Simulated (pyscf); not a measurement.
# Four-centre exchange: HO–Al(Cl)–Cl (SMILES [OH][Al]([Cl])[Cl]) + H₂ (SMILES [H][H]) → HO–Al(Cl)–Cl (SMILES [OH][Al]([Cl])[Cl]) + H₂ (SMILES [H][H])

Gas phase, singlet surface, charge 0. Bonds broken: O1–H6, H5–H7. Bonds formed: O1–H5, H6–H7. PySCF, gas phase, ωB97X-D3(BJ)/def2-SVP geometries.

Transition state (Å):

```xyz
7

O     -0.3665     0.1688    -0.1297
Al    -1.8299    -0.6871    -0.0246
Cl    -1.8229    -2.7595     0.1511
Cl    -3.6445     0.3282    -0.0703
H      0.8873     0.2919    -0.1730
H      0.3529     1.1978    -0.2403
H      1.4169     1.2101    -0.2687
```

One imaginary mode, 2836i cm⁻¹; descent along it reached the two sides named.

| bond | change | reactant side (Å) | saddle | product side |
|---|---|---|---|---|
| O1–H6 | breaks | 0.960 | 1.260 | 2.493 |
| H5–H7 | breaks | 0.761 | 1.064 | 3.3 |
| O1–H5 | forms | 2.501 | 1.261 | 0.960 |
| H6–H7 | forms | 3.4 | 1.064 | 0.761 |

Electronic energies relative to the separated reactants (kcal/mol):

```csv
level,barrier,reaction energy,reverse barrier
ωB97X-D3(BJ)/def2-TZVP,70.2,0.0,70.2
PBE/def2-TZVP,60.0,0.0,60.0
r²SCAN/def2-TZVP,65.1,0.0,65.1
B3LYP-D3(BJ)/def2-TZVP,67.3,0.0,67.3
PBE0-D3(BJ)/def2-TZVP,65.3,0.0,65.3
M06-2X/def2-TZVP,71.1,0.0,71.1
ωB97M-D3(BJ)/def2-TZVP,68.5,0.0,68.5
HF/def2-TZVP,89.5,0.0,89.5
```

With ωB97M-D3(BJ)/def2-TZVP energies and thermal terms (ideal gas, 1 atm, RRHO with modes under 100 cm⁻¹ raised to 100, one conformer, R ln 2 for chiral ones without a mode under 150 cm⁻¹), in kcal/mol:

| T (K) | ΔH‡ | ΔG‡ | ΔH | ΔG |
|---|---|---|---|---|
| 298 | 66.7 | 74.5 | 0.0 | 0.0 |
| 600 | 65.9 | 82.8 | 0.0 | 0.0 |
| 900 | 65.9 | 91.3 | 0.0 | 0.0 |
| 1200 | 66.2 | 99.8 | 0.0 | 0.0 |

One saddle was located; it need not be the lowest between these sides.
